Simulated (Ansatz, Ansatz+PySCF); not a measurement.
```yaml
atoms:
  - { symbol: F, position_ang: [0.0000, -0.4150, -1.2896] }
  - { symbol: H, position_ang: [0.0000, 0.4916, -0.8625] }
  - { symbol: F, position_ang: [0.0000, 0.4150, 1.2896] }
  - { symbol: H, position_ang: [0.0000, -0.4916, 0.8625] }
```

RHF-MP2 on singlet H₂F₂ was run in several spherical basis sets with Ansatz (development build ahead of 0.2.0). Frozen core: 2 orbitals.

Task: Rank the basis sets by the total energy that they give, lowest first, with the distance from the lowest.
A. cc-pVTZ
B. 6-31G(d)
C. def2-SVP
D. def2-TZVP
E. cc-pVDZ

Result: D (0.00 eV), A (0.02 eV), E (5.83 eV), B (7.95 eV), C (10.68 eV).

Totals follow the description of the cores as much as that of the bonds, so this order isn't one of quality for chemistry.
